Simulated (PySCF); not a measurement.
## Löwdin shares of the frontier orbitals

Compound: C₃H₃F₂N.
Geometry (GFN2-xTB, Å), atoms numbered from 1 in this order:
```xyz
9
C3H3F2N angstrom
N      2.510   -0.663   -0.391
C      1.532   -0.169   -0.072
C      0.279    0.449    0.332
F      0.250    1.757   -0.096
C     -0.912   -0.325   -0.248
F     -1.998   -0.202    0.570
H      0.216    0.471    1.430
H     -1.185    0.080   -1.228
H     -0.680   -1.393   -0.321
```

Computed, not measured: PySCF 2.14.0, density-fitted response routines, TDDFT PBE0/def2-SVPD, vertical, gas phase, core orbitals frozen in the response.

Frontier orbitals with the atoms that hold most of them (Löwdin shares over 4%, at most four atoms; ? is withheld):

```
orbital  ε (eV)                           atoms
 LUMO+2    0.51  C5 27%, C2 22%, H9 14%, C3 11%
 LUMO+1    0.00   N1 34%, C2 29%, C3 14%, H7 7%
   LUMO   -0.64                               ?
   HOMO       ?  N1 30%, C2 20%, C3 12%, C5 11%
 HOMO-1  -10.58                               ?
 HOMO-2  -10.84   N1 34%, F6 20%, C2 17%, F4 8%
 HOMO-3  -10.94  N1 38%, F6 18%, C2 15%, F4 11%
```

Problem. Give the leading atoms of the LUMO.

Solution. N1 (bonded to C) 31%; C2 (bonded to C and N) 27%; C3 (bonded to 2 C, F and H) 16%; F4 (bonded to C) 13%. By element: carbon 44% or more, nitrogen 31%, fluorine 13% or more.

Problem. Give the leading atoms of the HOMO-1.

Solution. N1 (bonded to C) 32%; C2 (bonded to C and N) 26%; F6 (bonded to C) 17%; C5 (bonded to C, F and 2 H) 9%. By element: carbon 35% or more, nitrogen 32%, fluorine 17% or more.

Problem. What is the HOMO energy, and the HOMO–LUMO gap?

Solution. ε(HOMO) = -10.11 eV; the gap is 9.47 eV (0.3481 hartree).

Problem. How does S1 compare with the orbital gap of 9.47 eV?

Solution. S1 is at 7.38 eV (f = 0.0009), 2.09 eV below the gap, made of HOMO→LUMO (85%). 

Next come S2 at 8.05 eV (f 0.0026), HOMO-1→LUMO (43%), HOMO→LUMO+1 (38%); S3 at 8.31 eV (f 0.0008), HOMO-1→LUMO+1 (64%), HOMO-2→LUMO+1 (10%), HOMO-3→LUMO+1 (9%); S4 at 8.49 eV (f 0.0084), HOMO-2→LUMO (61%), HOMO-3→LUMO (27%); S5 at 8.77 eV (f 0.0061), HOMO-3→LUMO (42%), HOMO-4→LUMO (23%), HOMO-1→LUMO (12%).

Löwdin shares depend on the basis, the more so with diffuse functions.

One conformer stands for the species.
